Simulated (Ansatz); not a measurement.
fcc Ir was calculated with PBEsol-D3(BJ) (Ansatz, an electronic-structure program, PAW).

Numerical settings: plane-wave cutoff 520 eV, 24×24×24 k mesh, Fermi–Dirac smearing 0.05 eV, no spin polarisation, scalar-relativistic PAW data made under PBE.

Computed at the level's own relaxed cell.

Question: What does this level give for the equilibrium volume per atom, bulk modulus B0, lattice parameter a and pressure derivative B′ of the bulk modulus?

Answer: 
* **equilibrium volume per atom**: 13.75 Å³/atom
* **bulk modulus B0**: 412 GPa
* **lattice parameter a**: 3.803 Å
* **pressure derivative B′ of the bulk modulus**: 5.0

The run finds no gap.

Measured, for comparison: equilibrium volume per atom 14.06 Å³/atom, lattice constant a 3.831 Å (static lattice: zero-point anharmonic expansion removed; as tabulated in Mejia-Rodriguez and Trickey (2018), arXiv:1807.09216); bulk modulus 365 GPa (corrected for temperature and zero-point phonon effects; as tabulated in Levämäki et al. (2014), arXiv:1402.3671). Computed (rounded) less measured: equilibrium volume per atom -2.2 %, bulk modulus +13 %, lattice constant a -0.7 %.

Spin–orbit coupling is not included.

The computed numbers hold no vibrational or temperature effects.
